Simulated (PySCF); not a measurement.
Functional dependence of a UV spectrum

Compound: CH3 (charge +1).
InChI=1S/CH3/h1H3/q+1

Linear-response calculations in the def2-SVPD basis (PySCF; singlets by full response, triplets Tamm–Dancoff, core orbitals frozen in the response; HF means time-dependent Hartree–Fock). 'Strongest' is the level of largest summed f among the singlets computed (10 roots, of which the last may lack a degenerate partner); it can jump between rows when another state enters that window. S1 is the lowest singlet of each run and needn't be the same state throughout; f(S1) is that of one state. Geometry: PBE0-D3(BJ)/def2-SVP; no solvent, vibrations or thermal averaging.

| functional | kind | S1 (eV) | f(S1) | strongest (eV) | T1 (eV) | HOMO (eV) | gap (eV) | ionisation energy, ΔSCF (eV) |
| --- | --- | --- | --- | --- | --- | --- | --- | --- |
| LDA | LDA | 5.42 | 0.000 | 16.15 | 4.41 | -19.84 | 4.99 | 25.30 |
| PBE | GGA | 5.70 | 0.000 | 16.17 | 4.47 | -19.91 | 5.39 | 25.27 |
| B3LYP | global hybrid, 20% exact exchange | 5.86 | 0.000 | 16.46 | 4.74 | -21.34 | 8.05 | 25.45 |
| PBE0 | global hybrid, 25% exact exchange | 5.86 | 0.000 | 16.74 | 4.60 | -21.58 | 8.63 | 25.35 |
| BHandHLYP | global hybrid, 50% exact exchange | 6.03 | 0.000 | 17.04 | 4.85 | -23.19 | 11.82 | 25.37 |
| CAM-B3LYP | range-separated hybrid | 5.79 | 0.000 | 16.66 | 4.66 | -23.11 | 11.49 | 25.43 |
| wB97X-D | range-separated hybrid | 6.02 | 0.000 | 16.91 | 5.00 | -23.58 | 12.90 | 25.41 |
| LC-wPBE | range-separated hybrid | 5.79 | 0.000 | 17.15 | 4.52 | -24.64 | 14.45 | 25.49 |
| HF | Hartree–Fock | 6.38 | 0.000 | 15.85 | 5.00 | -25.73 | 18.00 | not settled |

S1 runs from 5.42 eV (LDA) to 6.38 eV (HF), a spread of 0.96 eV, while the orbital gap spreads over 13.0 eV. −ε(HOMO) comes closest to its own ΔSCF ionisation energy with LC-wPBE (-0.85 eV) and misses most with LDA (-5.46 eV). 'Not settled' means that the ion's SCF failed to converge or may have ended in another state than the lowest.
